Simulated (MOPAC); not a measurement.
MOPAC input (AM1):

```
AM1 1SCF UHF MS=0.5 GEO-OK AUX(PRECISION=9) THREADS=1
C3H5

C     1.33588083 1    0.17663357 1    0.00811228 1
C     0.05820264 1    0.43851080 1   -0.00811815 1
H     2.26699010 1    0.71990471 1    0.00550453 1
H    -0.25405481 1    1.48851309 1   -0.03147361 1
C    -1.05503693 1   -0.57138509 1    0.00208581 1
H    -0.66476666 1   -1.58771845 1    0.02545578 1
H    -1.69884812 1   -0.42434069 1    0.87312388 1
H    -1.68359975 1   -0.45891440 1   -0.88509024 1
```

From the last part of the output:

```
                                                       MOPAC v23.2.5 Linux

          FINAL HEAT OF FORMATION =         55.69084 KCAL/MOL =     233.01048 KJ/MOL

          COSMO AREA              =         89.92 SQUARE ANGSTROMS
          COSMO VOLUME            =         72.21 CUBIC ANGSTROMS

          IONIZATION POTENTIAL    =          9.924294 EV
          ALPHA SOMO LUMO (EV)    =         -9.924  1.364
          BETA  SOMO LUMO (EV)    =        -10.164  0.893
          NO. OF ALPHA ELECTRONS  =          9
          NO. OF BETA  ELECTRONS  =          8
          MOLECULAR WEIGHT        =         41.0725         POINT GROUP:  Cs

          MOLECULAR DIMENSIONS (Angstroms)

            Atom       Atom       Distance
            H     8    H     3     4.21781
            H     6    H     4     2.84890
            H     8    H     7     1.71265

          SCF CALCULATIONS        =          1

   ATOM   CHEMICAL          X               Y               Z
  NUMBER   SYMBOL      (ANGSTROMS)     (ANGSTROMS)     (ANGSTROMS)

     1       C          1.33588083  *   0.17663357  *   0.00811228  *
     2       C          0.05820264  *   0.43851080  *  -0.00811815  *
     3       H          2.26699010  *   0.71990471  *   0.00550453  *
     4       H         -0.25405481  *   1.48851309  *  -0.03147361  *
     5       C         -1.05503693  *  -0.57138509  *   0.00208581  *
     6       H         -0.66476666  *  -1.58771845  *   0.02545578  *
     7       H         -1.69884812  *  -0.42434069  *   0.87312388  *
     8       H         -1.68359975  *  -0.45891440  *  -0.88509024  *

                             CARTESIAN COORDINATES

   1    C        1.335880830     0.176633570     0.008112280
   2    C        0.058202640     0.438510800    -0.008118150
   3    H        2.266990100     0.719904710     0.005504530
   4    H       -0.254054810     1.488513090    -0.031473610
   5    C       -1.055036930    -0.571385090     0.002085810
   6    H       -0.664766660    -1.587718450     0.025455780
   7    H       -1.698848120    -0.424340690     0.873123880
   8    H       -1.683599750    -0.458914400    -0.885090240

           Empirical Formula: C3 H5  =     8 atoms

      MOLECULAR POINT GROUP   :   Cs

          ALPHA EIGENVALUES
 -34.81307 -28.07551 -20.08049 -16.09311 -14.06668 -13.84058 -12.81867 -10.57571
  -9.92429   1.36440   3.71133   4.27941   4.65316   4.79434   4.98224   5.32306
   5.81059

           BETA EIGENVALUES
 -34.60113 -27.34124 -19.35229 -15.81021 -14.17390 -13.51689 -12.62026 -10.16404
   0.89298   1.89104   3.99401   4.31969   4.62272   4.85323   5.10343   5.43181
   6.32440

              NET ATOMIC CHARGES AND DIPOLE CONTRIBUTIONS

  ATOM NO.   TYPE          CHARGE      No. of ELECS.   s-Pop       p-Pop
    1          C          -0.191067        4.1911     1.34606     2.84500
    2          C          -0.182638        4.1826     1.22006     2.96257
    3          H           0.166309        0.8337     0.83369
    4          H           0.128362        0.8716     0.87164
    5          C          -0.162867        4.1629     1.20405     2.95882
    6          H           0.083424        0.9166     0.91658
    7          H           0.079239        0.9208     0.92076
    8          H           0.079239        0.9208     0.92076
 DIPOLE           X         Y         Z       TOTAL
 POINT-CHG.    -0.351     0.421    -0.011     0.548
 HYBRID        -0.011     0.324    -0.006     0.324
 SUM           -0.362     0.745    -0.018     0.828

          ATOMIC ORBITAL ELECTRON POPULATIONS

     Atom    s        px        py        pz
    1  C   1.34606   0.94795   0.92280   0.97425
    2  C   1.22006   0.93541   0.98818   1.03898
    3  H   0.83369
    4  H   0.87164
    5  C   1.20405   0.95885   0.98131   1.01866
    6  H   0.91658
    7  H   0.92076
    8  H   0.92076

                    (SZ)    =    0.500000
                    (S**2)  =    0.890766

          ATOMIC ORBITAL SPIN POPULATIONS

    Atom   Total    s     px     py     pz
         Atomic
    1  C  1.3544  0.139  0.073  0.783  0.359
    2  C -0.4657 -0.031 -0.040 -0.050 -0.344
    3  H -0.0225 -0.023
    4  H  0.1016  0.102
    5  C  0.0677  0.009  0.029  0.019  0.010
    6  H -0.0047 -0.005
    7  H -0.0154 -0.015
    8  H -0.0154 -0.015

 **********************
 *                    *
 * JOB ENDED NORMALLY *
 *                    *
 **********************

 == MOPAC DONE ==
```

The determinant is spin-contaminated: <S^2> is 0.89 against 0.75 for a pure state.
